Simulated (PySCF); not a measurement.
Cyclopropanol, C3H6O.
Cartesian coordinates in Å at the PBE0-D3(BJ)/def2-TZVP level; atoms count from 1:
```
atom  x, y, z in Å
O1     1.800   -0.051   -0.014
C2     0.518   -0.021    0.529
C3    -0.562    0.823   -0.061
C4    -0.635   -0.685   -0.138
H5     1.745   -0.357   -0.923
H6     0.572   -0.077    1.609
H7    -0.328    1.351   -0.978
H8    -1.241    1.346    0.602
H9    -0.457   -1.134   -1.110
H10   -1.364   -1.214    0.464
```

Level: wB97X-D/pcSseg-2 in PySCF, non-relativistic, on one gas-phase PBE0-D3(BJ)/def2-TZVP geometry that isn't relaxed in the solvent. The solvent is an IEF-PCM continuum (cavity from Bondi-type radii × 1.2). Specific hydrogen bonds and non-electrostatic terms are outside this model.

Gas phase at wB97X-D/pcSseg-2: HOMO -9.09 eV, LUMO 2.35 eV, dipole 1.61 D.

**Question.** What does the continuum do to the energy, the frontier levels and the dipole at wB97X-D/pcSseg-2 in chloroform?

**Answer.** 
```csv
solvent,ε,E(solvent) − E(gas) (kcal/mol),polarisation term (kcal/mol),distortion of the solute (kcal/mol),HOMO (eV),LUMO (eV),dipole (D)
chloroform,4.711,-3.75,-4.10,0.35,-9.07,2.65,1.93
```

The polarisation term is half the interaction of the solute with the surface charges that it induces; the rest is the cost of distorting the solute's density. The sum is the electrostatic part of solvation alone.

**Question.** Which radius a makes the point-dipole formula ΔE = −[(ε − 1)/(2ε + 1)]·μ²/a³ give the value in chloroform, with the gas-phase dipole?

**Answer.** μ = 0.634 au and |ΔE| = 0.00598 Eh give a = 1.53 Å; the farthest nucleus lies 2.00 Å from the centroid of the nuclei, so such a sphere wouldn't even hold the nuclei. The formula assumes a rigid point dipole at the centre of a sphere.

**Question.** Give the dipole vector in the frame of the coordinates (D, pointing from negative to positive charge), gas and chloroform.

**Answer.** Gas (-1.32, -0.45, -0.81), solvent (-1.55, -0.55, -1.00). Its length changes by +19 % and its direction by 1°.

On one thread, Arm Neoverse V2 (aarch64), shared host with 32 logical CPUs at a one-minute load of 19, this took 15 s of wall time and 1.1 GiB of memory at its peak. This is the whole shielding run at wB97X-D/pcSseg-2 in chloroform, SCF included.

wB97X-D is run here without its empirical dispersion term; that term would change no orbital, density or response property at a fixed geometry.
